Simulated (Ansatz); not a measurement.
# C₃H₆O₂: one species, many methods

One table from this session's results is given with a row withheld; the runs are named, their logs left out.

Method: functionals in def2-TZVPP, the program's frozen cores in correlated methods; program: Ansatz 0.2.0, Gaussian basis.

The runs, in order: PBE-D4, r2SCAN-D4, PBE0-D4, B3LYP-D4, ωB97X-V, ωB97M-V, B2PLYP; CCSD(T)/def2-TZVPP; MP2/def2-QZVPP; extrapolation to the limit.

## The geometry

The geometry comes from an earlier relaxation with PBE0-D4 in a triple-zeta def2 set; it is a stationary point, not always the lowest conformer.

11 atoms, charge 0, spin multiplicity 1.

Atoms are counted from 1 here; the program's logs count them from 0.

Bond lengths: O1–C2 1.396 Å, O1–H6 0.960 Å, C2–C3 1.504 Å, C2–C4 1.492 Å, C2–H7 1.086 Å, C3–C4 1.504 Å, C3–H8 1.084 Å, C3–H9 1.083 Å, C4–O5 1.384 Å, C4–H10 1.084 Å, O5–H11 0.966 Å. Angles: C2–O1–H6 109.0°, O1–C2–C3 119.0°, O1–C2–C4 113.6°, O1–C2–H7 114.7°, C3–C2–C4 60.2°, C3–C2–H7 119.0°, C4–C2–H7 119.4°, C2–C3–C4 59.5°, C2–C3–H8 116.7°, C2–C3–H9 118.5°, C4–C3–H8 115.5°, C4–C3–H9 119.6°, H8–C3–H9 115.6°, C2–C4–C3 60.3°, C2–C4–O5 117.9°, C2–C4–H10 118.6°, C3–C4–O5 119.6°, C3–C4–H10 118.4° and more.

Set-up of the first run:

in.yaml

```yaml
crystal:
  periodic: [false, false, false]
  atoms:
    - {symbol: O, position_ang: [-1.190712, 1.014580, -0.467097]}
    - {symbol: C, position_ang: [0.075676, 0.767469, 0.065284]}
    - {symbol: C, position_ang: [0.264951, -0.410687, 0.980402]}
    - {symbol: C, position_ang: [0.708764, -0.479846, -0.454559]}
    - {symbol: O, position_ang: [-0.010164, -1.244459, -1.356868]}
    - {symbol: H, position_ang: [-1.800221, 1.202531, 0.250827]}
    - {symbol: H, position_ang: [0.686170, 1.653689, 0.214751]}
    - {symbol: H, position_ang: [-0.621157, -0.986342, 1.223024]}
    - {symbol: H, position_ang: [1.006657, -0.340896, 1.766798]}
    - {symbol: H, position_ang: [1.772085, -0.472892, -0.666159]}
    - {symbol: H, position_ang: [-0.826750, -0.760246, -1.535702]}
basis:
  gaussian: {orbitals: def2-TZVPP}
hamiltonian: {xc: pbe, dispersion: d4}
output: {forces: true, orbitals: {seedname: orbitals}}
```

Run with:

```
> ansatz run in.yaml --threads 4 --pin off --events-out ev --progress --plain --max-ram 10444MiB
```

Among the steps run: PBE-D4 (GGA); r2SCAN-D4 (meta-GGA); PBE0-D4 (hybrid); B3LYP-D4 (hybrid); ωB97X-V (range-separated); ωB97M-V (range-separated); B2PLYP (double hybrid); CCSD(T) in def2-TZVPP; MP2 in def2-QZVPP.

One of the session's tables, all rows but one given; the rest of the session is left out.

It belongs to the step «Atomisation energies». 

```
            method  atoms, summed (eV)  atomisation energy (eV)
            PBE-D4           -7249.248                   46.994
         r2SCAN-D4           -7254.979                   45.703
           PBE0-D4           -7250.733                   45.881
          B3LYP-D4           -7259.560                   45.402
           ωB97X-V           -7256.721                   45.658
           ωB97M-V           -7256.138                   45.731
            B2PLYP           -7253.918                   45.017
     HF/def2-TZVPP           -7230.271                   31.854
    MP2/def2-TZVPP                   ?                        ?
   CCSD/def2-TZVPP           -7245.947                   43.560
CCSD(T)/def2-TZVPP           -7246.268                   44.328
           MP2/CBS           -7245.908                   46.626
       CCSD(T)/CBS           -7248.799                   45.537
```

Q: Estimate the row for MP2/def2-TZVPP from the others.

As computed: atoms, summed (eV): -7243.377; atomisation energy (eV): 45.417. In the column «atoms, summed (eV)» it lies between MP2/CBS (-7245.908) and HF/def2-TZVPP (-7230.271).
